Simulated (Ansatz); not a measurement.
**C₃H₅O₂ radical: a ladder of functionals and wavefunction methods**

An exercise on one series of results from a longer session: the logs are not shown, and one member is left open.

The runs use Ansatz 0.2.0, Gaussian basis; functionals in def2-TZVPP, the program's frozen cores in correlated methods.

The runs, in order: LDA (SPW92), PBE-D4, revPBE-D4, BLYP-D4, r2SCAN-D4, B97M-V, PBE0-D4, B3LYP-D4, r2SCANh-D4, r2SCAN0-D4, HSE06-D4, BHLYP-D4, CAM-B3LYP-D4, LC-ωPBE, ωB97X-V, ωB97M-V, B2PLYP, PBE-QIDH; CCSD(T)/def2-SVP; CCSD(T)/def2-TZVPP; MP2/def2-QZVPP; extrapolation to the limit; RPA on PBE.

### Structure used throughout

An earlier PBE0-D4 in a triple-zeta def2 set relaxation fixed the geometry.

SMILES `[CH2]OC(C)=O`, 10 atoms, charge 0, spin multiplicity 2.

Atoms are counted from 1 here; the program's logs count them from 0.

Bond lengths: C1–O2 1.355 Å, C1–H6 1.076 Å, C1–H7 1.078 Å, O2–C3 1.363 Å, C3–C4 1.493 Å, C3–O5 1.197 Å, C4–H8 1.092 Å, C4–H9 1.087 Å, C4–H10 1.092 Å. Angles: O2–C1–H6 114.2°, O2–C1–H7 119.0°, H6–C1–H7 126.7°, C1–O2–C3 118.0°, O2–C3–C4 110.4°, O2–C3–O5 122.9°, C4–C3–O5 126.7°, C3–C4–H8 109.9°, C3–C4–H9 109.5°, C3–C4–H10 109.9°, H8–C4–H9 110.1°, H8–C4–H10 107.3°, H9–C4–H10 110.1°.

Set-up of the first run:

File in.yaml:

```yaml
crystal:
  periodic: [false, false, false]
  atoms:
    - {symbol: C, position_ang: [-0.267000, 1.882061, -0.647026]}
    - {symbol: O, position_ang: [-0.472125, 0.747056, 0.063789]}
    - {symbol: C, position_ang: [0.359673, -0.308516, -0.162123]}
    - {symbol: C, position_ang: [-0.017821, -1.462799, 0.706687]}
    - {symbol: O, position_ang: [1.255166, -0.273302, -0.955198]}
    - {symbol: H, position_ang: [-0.956872, 2.676603, -0.419924]}
    - {symbol: H, position_ang: [0.540285, 1.913769, -1.360387]}
    - {symbol: H, position_ang: [0.036663, -1.171454, 1.757479]}
    - {symbol: H, position_ang: [0.654026, -2.295311, 0.515081]}
    - {symbol: H, position_ang: [-1.048993, -1.759307, 0.504721]}
basis:
  gaussian: {orbitals: def2-TZVPP}
magnetization: {spin_polarized: true, initial_magnetization: 1}
hamiltonian: {xc: lda}
output: {orbitals: {seedname: orbitals}}
```

Steps of the session up to this table: LDA; PBE-D4 (GGA); revPBE-D4 (GGA); BLYP-D4 (GGA); r2SCAN-D4 (meta-GGA); B97M-V (meta-GGA); PBE0-D4 (hybrid); B3LYP-D4 (hybrid); r2SCANh-D4 (hybrid); r2SCAN0-D4 (hybrid); HSE06-D4 (hybrid); BHLYP-D4 (hybrid); CAM-B3LYP-D4 (range-separated); LC-ωPBE (range-separated); ωB97X-V (range-separated); ωB97M-V (range-separated); B2PLYP (double hybrid); PBE-QIDH (double hybrid).

One table of the session follows, with a row left open; its other results are not shown here.

It belongs to the step «Orbital energies across the functionals». 

| functional | HOMO (eV) | LUMO (eV) | gap (eV) |
| --- | --- | --- | --- |
| LDA (SPW92) | -4.54 | -3.29 | 1.24 |
| PBE-D4 | -4.49 | -2.74 | 1.75 |
| revPBE-D4 | -4.43 | -2.59 | 1.84 |
| BLYP-D4 | ? | ? | ? |
| r2SCAN-D4 | -4.87 | -2.07 | 2.80 |
| B97M-V | -4.66 | -2.36 | 2.30 |
| PBE0-D4 | -5.81 | -1.44 | 4.36 |
| B3LYP-D4 | -5.52 | -1.90 | 3.62 |
| r2SCANh-D4 | -5.37 | -1.64 | 3.73 |
| r2SCAN0-D4 | -6.13 | -1.00 | 5.13 |
| HSE06-D4 | -5.40 | -1.84 | 3.56 |
| BHLYP-D4 | -7.03 | -0.26 | 6.77 |
| CAM-B3LYP-D4 | -7.16 | -0.41 | 6.75 |
| LC-ωPBE | -8.63 | 1.08 | 9.71 |
| ωB97X-V | -8.05 | 0.68 | 8.73 |
| ωB97M-V | -7.86 | 0.53 | 8.39 |

Q: Estimate the row for BLYP-D4 from the others.

Worked estimate for «HOMO (eV)». Against the share of exact exchange, B3LYP-D4 (0.2, -5.52), BHLYP-D4 (0.5, -7.03) give a slope of -5.03 per unit share; at 0 the line stands at -4.51.

As computed: HOMO (eV): -4.33; LUMO (eV): -2.74; gap (eV): 1.59. In «HOMO (eV)» the line misses by -0.18.
